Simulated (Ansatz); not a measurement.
System: fcc Rh. Method: PBEsol (Ansatz, an electronic-structure program, plane waves, PAW).

Numerical settings: plane-wave cutoff 520 eV, 30×30×30 k mesh, Fermi–Dirac smearing 0.06 eV (set by the program), no spin polarisation, scalar-relativistic PAW data made under PBE.

Computed at the level's own relaxed cell.

```yaml
crystal:
  lattice:
    - [0.00000, 1.88995, 1.88995]
    - [1.88995, 0.00000, 1.88995]
    - [1.88995, 1.88995, 0.00000]
  atoms:
    - { symbol: Rh, position: [0.00000, 0.00000, 0.00000] }
```

Problem. Give the elastic tensor (Voigt notation, GPa, ions relaxed, in the Cartesian axes of the cell as printed).

Solution. 
```
  470.7   207.5   207.5     0.0     0.0     0.0
  207.5   470.7   207.5     0.0     0.0     0.0
  207.5   207.5   470.7     0.0     0.0     0.0
    0.0     0.0     0.0   211.1     0.0     0.0
    0.0     0.0     0.0     0.0   211.1     0.0
    0.0     0.0     0.0     0.0     0.0   211.1
```

Measured, for comparison: elastic constant C11 413 GPa, elastic constant C12 194 GPa, elastic constant C44 184 GPa (temperature not stated, not corrected to a static lattice; as tabulated in Mehl and Papaconstantopoulos (1996), arXiv:mtrl-th/9602003). Computed (rounded) less measured: elastic constant C11 +14 %, elastic constant C12 +7 %, elastic constant C44 +15 %. A static lattice is as a rule a little smaller and stiffer than an uncorrected measurement, which narrows the difference in the elastic constant C12 and would widen misses of the other sign.
